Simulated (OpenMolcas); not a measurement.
AlH2F (SMILES [F][AlH2]): methods side by side

AlH2F has 4 atoms, charge 0, and is taken as a singlet. SMILES: `[F][AlH2]`. Geometry: a GFN2-xTB relaxation, a rough one for these elements and not checked as a minimum.

```xyz
4

F    -0.3464   -0.0150    1.5652
Al    0.0083    0.0003   -0.0373
H    -0.3870   -1.1977   -0.8985
H     0.7251    1.2124   -0.6294
```

Each level gives the energy change with the F1–Al2 bond stretched from 1.641 to 2.462 Å (eV). The values are calculated.

```tsv
level	kind	program	value (eV)	CPU time (all runs)
HF/STO-3G (restricted)	Hartree–Fock	OpenMolcas	5.60	3.3 s
SVWN5/STO-3G (restricted)	LDA	OpenMolcas	4.58	6.7 s
PBE/STO-3G (restricted)	GGA	OpenMolcas	4.26	7.2 s
B3LYP/STO-3G (restricted)	global hybrid	OpenMolcas	4.54	7.7 s
CASPT2(2,2)/STO-3G	multireference	OpenMolcas	?	3 s
CASSCF(2,2)/STO-3G	multireference	OpenMolcas	?	3.4 s
SC-NEVPT2(2,2)/STO-3G	multireference	OpenMolcas	4.05	3 s
CISD/STO-3G (restricted)	coupled cluster or CI	OpenMolcas	4.18	3.2 s
FCI/STO-3G	exact in the basis	OpenMolcas	4.07	8.3 s
```

Problem. Estimate the missing values from the other rows.

Solution. As computed at these levels: CASPT2(2,2)/STO-3G: 4.06 eV; CASSCF(2,2)/STO-3G: 3.73 eV. Spin-restricted single references rise too steeply as a bond breaks, Hartree–Fock most of all. The first shape isn't each level's own minimum. The values span 3.73 to 5.60 eV. All rows use very small basis sets, so even the best lies far from the true value. CPU times are rough (shared hosts, several kinds of processor): they show what a rung costs within a factor of a few.
